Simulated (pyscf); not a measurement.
HC≡C–CH₃ + HF → H₂C=C=CH₂ + HF, a concerted two-bond exchange (singlet surface; C–H, F–H broken, C–H, F–H formed). Optimised with ωB97X-D3(BJ)/def2-SVP in PySCF. MP2 and CC: frozen core, UHF for open shells. ΔMP2 is the change of the MP2 total energy from the triple- to the quadruple-zeta basis. Energies in kJ/mol from the separated reactants.

Small-basis levels: PySCF, no dispersion term, spherical d functions. AM1 to PM7: differences of heats of formation from MOPAC, which are fitted to 298 K values and so differ in kind from electronic energies by zero-point and thermal terms. GFN2-xTB: tblite. Cost: rough CPU time at the saddle relative to B3LYP/6-31G*, from one job on a shared machine.

```json
[
 {"level": "HF/STO-3G", "barrier": "382.1", "reaction energy": "+64.6", "cost": "0.03"},
 {"level": "HF/6-31G*", "barrier": "280.5", "reaction energy": "+7.3", "cost": "0.07"},
 {"level": "B3LYP/STO-3G", "barrier": "143.5", "reaction energy": "+23.2", "cost": "0.5"},
 {"level": "B3LYP/3-21G", "barrier": "___", "reaction energy": "-2.1", "cost": "0.7"},
 {"level": "B3LYP/LANL2DZ", "barrier": "169.2", "reaction energy": "-5.9", "cost": "0.8"},
 {"level": "B3LYP/6-31G*", "barrier": "156.6", "reaction energy": "-11.4", "cost": "1"},
 {"level": "M06-2X/6-31G*", "barrier": "177.1", "reaction energy": "-0.2", "cost": "3"},
 {"level": "B3LYP/6-311+G**", "barrier": "189.6", "reaction energy": "-6.7", "cost": "2"},
 {"level": "PBE/def2-SVP", "barrier": "111.8", "reaction energy": "-14.3", "cost": "2"},
 {"level": "B3LYP/def2-SVP", "barrier": "___", "reaction energy": "-8.6", "cost": "1"},
 {"level": "GFN2-xTB", "barrier": "165.9", "reaction energy": "+20.8", "cost": "under 0.02"},
 {"level": "PM7", "barrier": "381.7", "reaction energy": "-31.9", "cost": "under 0.02"},
 {"level": "CCSD(T)/def2-TZVPP + ΔMP2(QZVPP)", "barrier": "___", "reaction energy": "+5.4", "cost": "–"}
]
```

Task: What belongs in the gaps?

Result: 
- B3LYP/3-21G, barrier: 110.8
- B3LYP/def2-SVP, barrier: 159.7
- CCSD(T)/def2-TZVPP + ΔMP2(QZVPP), barrier: 211.5

Against the last row the barrier runs from -100.7 (B3LYP/3-21G) to +170.6 kJ/mol (HF/STO-3G); B3LYP/6-311+G** happens to lie closest here (21.9 kJ/mol apart). CCSD(T)/def2-TZVPP + ΔMP2(QZVPP) has limits of its own. On the reactant side the descent ends in a complex, 27.3 kJ/mol under the separated species and 219.0 kJ/mol under the saddle at ωB97X-D3(BJ)/def2-TZVP. On the product side the descent ends in a complex, 21.3 kJ/mol under the separated species and 213.7 kJ/mol under the saddle at ωB97X-D3(BJ)/def2-TZVP. At ωB97X-D3(BJ)/def2-TZVP the barrier from the zero used here is 191.7 kJ/mol. This is the saddle that the search found; another between the same sides may lie lower. The CCSD(T) − MP2 part came from Ansatz, without density fitting, on the same reference.
